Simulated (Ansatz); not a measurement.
Rock-salt EuSe, treated with HSE06 (PAW; Ansatz, a first-principles code).

Numerical settings: plane-wave cutoff 460 eV, 8×8×8 k mesh, Fermi–Dirac smearing 0.05 eV, spin-polarised with parallel moments, scalar-relativistic PAW data made under PBE.

Cell (measured lattice):

```
EuSe
1.0
    0.00000     3.09550     3.09550
    3.09550     0.00000     3.09550
    3.09550     3.09550     0.00000
Eu Se
1 1
Direct
  0.00000   0.00000   0.00000
  0.50000   0.50000   0.50000
```
Starting moments (μB, in the order of the record's atoms Eu Se): 7.0 0.0.

Problem. Estimate the band gap, smallest direct gap on the k points sampled and Γ–Γ gap that the calculation returns.

Solution. 
* **band gap**: 0.89 eV (on the SCF k mesh)
* **smallest direct gap on the k points sampled**: 1.20 eV
* **Γ–Γ gap**: 2.25 eV

Note: the magnetic order was assumed, not searched for or taken from measurement; the state of the 4f shell is in doubt; cell and atoms aren't relaxed at this level (pressure 0.4 GPa).

Spin–orbit coupling is not included.

The result took about 7 core-minutes (a rough figure).
